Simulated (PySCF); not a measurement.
Molecule: trans-CHF=CHCOOH, C3H3FO2.

Mapped SMILES: `[O:1]=[C:2]([OH:3])/[CH:4]=[CH:5]/[F:6]`; H(Xn) means a hydrogen on atom n.

Geometry PBE0-D3(BJ)/def2-SVP throughout; GIAO in PySCF 2.14, gas phase, one conformer, non-relativistic; equivalent atoms averaged; basis pcSseg-2.

(1) How do the shifts δ (against H2O, TMS, CFCl3 at the same level) depend on the functional? (ppm; last column core-seconds on shared hosts with different chips, so compare them loosely)

(2) Which nucleus moves most, in ppm?

Results:

(1) 
| functional | kind | O1 | O3 | C5 | C2 | C4 | F6 | H(C5) | H(O3) | H(C4) | core-s |
| --- | --- | --- | --- | --- | --- | --- | --- | --- | --- | --- | --- |
| HF | Hartree–Fock | 358.7 | 174.8 | 179.2 | 176.8 | 107.3 | -82.6 | 8.09 | 6.02 | 5.89 | 13 |
| LDA | LDA | 396.0 | 234.2 | 186.8 | 175.1 | 115.1 | -108.1 | 8.04 | 5.73 | 6.02 | 30 |
| PBE | GGA | 382.2 | 223.9 | 180.4 | 170.5 | 109.7 | -105.0 | 8.01 | 5.54 | 5.90 | 35 |
| BLYP | GGA | 381.4 | 223.3 | 180.6 | 171.5 | 109.5 | -107.1 | 8.03 | 5.52 | 5.86 | 35 |
| BP86 | GGA | 379.0 | 221.6 | 179.8 | 170.3 | 109.5 | -105.9 | 7.99 | 5.53 | 5.87 | 36 |
| OPBE | GGA | 372.0 | 214.9 | 174.2 | 164.4 | 105.8 | -96.9 | 7.94 | 5.61 | 5.88 | 37 |
| KT2 | GGA | 357.6 | 212.7 | 171.6 | 163.1 | 101.7 | -120.8 | 7.95 | 5.35 | 5.76 | 61 |
| KT3 | GGA | 356.2 | 208.9 | 169.6 | 161.4 | 100.8 | -111.9 | 7.93 | 5.42 | 5.75 | 58 |
| B97-D | GGA | 366.7 | 214.1 | 175.2 | 166.7 | 106.2 | -103.5 | 7.96 | 5.56 | 5.81 | 58 |
| B3LYP | global hybrid | 383.3 | 212.6 | 182.0 | 174.7 | 111.0 | -101.0 | 8.02 | 5.67 | 5.89 | 45 |
| PBE0 | global hybrid | 383.7 | 210.2 | 181.7 | 174.1 | 111.0 | -97.2 | 8.00 | 5.71 | 5.92 | 44 |
| mPW1PW91 | global hybrid | 384.2 | 209.4 | 181.7 | 174.4 | 111.3 | -96.4 | 7.98 | 5.71 | 5.91 | 45 |
| WP04 | global hybrid | 380.8 | 204.4 | 180.7 | 175.3 | 112.5 | -97.6 | 7.78 | 5.96 | 5.76 | 27 |
| B97-2 | global hybrid | 373.8 | 206.2 | 178.1 | 171.1 | 108.5 | -96.7 | 7.96 | 5.68 | 5.86 | 23 |
| BHandHLYP | global hybrid | 379.9 | 198.1 | 182.3 | 177.4 | 111.1 | -94.4 | 8.04 | 5.84 | 5.92 | 27 |
| CAM-B3LYP | range-separated hybrid | 385.7 | 209.3 | 185.3 | 178.4 | 113.2 | -97.0 | 8.09 | 5.79 | 5.96 | 36 |
| wB97X-D | range-separated hybrid | 383.1 | 205.9 | 182.7 | 176.2 | 112.2 | -94.1 | 8.01 | 5.75 | 5.92 | 35 |
| LC-wPBE | range-separated hybrid | 386.0 | 204.2 | 188.4 | 181.1 | 115.9 | -84.9 | 8.07 | 5.87 | 6.00 | 45 |

(2) O3 (acid hydroxyl oxygen): from 174.8 ppm with HF to 234.2 ppm with LDA. The smallest spread is 0.27 ppm, at H(C4). Proton shifts span only some 12 ppm, so a few tenths of a ppm matter as much there as several ppm in carbon.
